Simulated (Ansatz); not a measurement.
**BFH₂S: how energies converge with the basis set**

The task here is to estimate one member of a computed series from the others.

Computed with Ansatz 0.2.0, Gaussian basis. Level: one geometry, several basis sets.

Plan: PBE0-D4/def2-SVP; ωB97M-V/def2-SVP; PBE0-D4/def2-QZVPP; ωB97M-V/def2-QZVPP; the functionals' def2-TZVPP values are taken from earlier runs.

**The geometry**

The geometry comes from an earlier relaxation with PBE0-D4 in a triple-zeta def2 set; it is a stationary point.

SMILES `FBS`, 5 atoms, charge 0, spin multiplicity 1.

Atoms are counted from 1 here; the program's logs count them from 0.

Bond lengths: F1–B2 1.322 Å, B2–S3 1.794 Å, B2–H4 1.194 Å, S3–H5 1.342 Å. Angles: F1–B2–S3 117.9°, F1–B2–H4 119.5°, S3–B2–H4 122.6°, B2–S3–H5 94.9°.

As a file:

```xyz
5

F    -1.1191   -0.9059   -1.0692
B    -0.4128   -0.3391   -0.1061
S     0.9724    0.6986   -0.5794
H    -0.7120   -0.5309    1.0337
H     1.3214    1.0037    0.6796
```

Set-up of the first run:

Contents of in.yaml:

```yaml
crystal:
  periodic: [false, false, false]
  atoms:
    - {symbol: F, position_ang: [-1.119107, -0.905887, -1.069200]}
    - {symbol: B, position_ang: [-0.412799, -0.339131, -0.106107]}
    - {symbol: S, position_ang: [0.972370, 0.698626, -0.579391]}
    - {symbol: H, position_ang: [-0.712014, -0.530924, 1.033689]}
    - {symbol: H, position_ang: [1.321449, 1.003717, 0.679609]}
basis:
  gaussian: {orbitals: def2-SVP}
hamiltonian: {xc: pbe0, dispersion: d4}
output: {orbitals: {seedname: orbitals}}
```

Steps of the session up to this table: PBE0-D4 in def2-SVP; ωB97M-V in def2-SVP; PBE0-D4 in def2-QZVPP; ωB97M-V in def2-QZVPP.

One table of the session follows, with a row left open; its other results are not shown here.

It belongs to the step «Density functionals: the series». 

| functional | basis | HOMO (eV) |
| --- | --- | --- |
| PBE0-D4 | def2-SVP | -8.24 |
| PBE0-D4 | def2-TZVPP | -8.36 |
| PBE0-D4 | def2-QZVPP | -8.38 |
| ωB97M-V | def2-SVP | -10.38 |
| ωB97M-V | def2-TZVPP | -10.54 |
| ωB97M-V | def2-QZVPP | ? |

Estimate the missing values for ωB97M-V, def2-QZVPP.

As computed: HOMO (eV): -10.57. In the column «HOMO (eV)» it is the lowest.
